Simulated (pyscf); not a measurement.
A first-order saddle from PySCF, ωB97X-D3(BJ)/def2-SVP:

```xyz
11

O      0.6719     0.9117    -1.3912
As     0.1297    -0.4791    -0.3354
O      0.1617     0.6619     1.0390
H      0.8228     0.6341    -2.3040
H      0.7328    -1.7117     0.7151
H      0.5466     1.4760     0.6830
Si    -2.0014    -1.4487     0.7586
H     -0.2411    -1.7704     1.1494
H     -2.3443    -1.6275     2.2021
H     -2.3454    -2.6882    -0.0015
H     -2.8739    -0.3353     0.2784
```
Charge 0, spin multiplicity 1.

Surface: singlet, charge 0. Lowest wavenumbers (cm⁻¹): 1271i, 85, 105, 170, 216.

Question: Name the species on either side of this saddle.

Answer: `[OH][AsH][OH]` + `[SiH4]` ⇌ `[OH][As]([OH])[SiH3]` + `[H][H]`, a four-centre exchange read from left to right: As–H, H–Si broken and As–Si, H–H formed. At ωB97M-D3(BJ)/def2-TZVP it lies +51.8 kcal/mol from the left side and +47.5 kcal/mol from the right (each side as separated species at their lowest minima found). The same reactants have a lower exit, to HO–SiH₃ + HO–AsH₂ (barrier +37.0 kcal/mol at ωB97M-D3(BJ), against +51.8 kcal/mol here). HO–As(OH)–SiH₃ lies 18.0 kcal/mol over its isomer HO–SiH₂–AsH–OH, and others may lie lower still (electronic energy, ωB97M-D3(BJ)). One saddle was located; it need not be the lowest between these sides. Elements up to Kr have no core potential and no relativistic terms here.
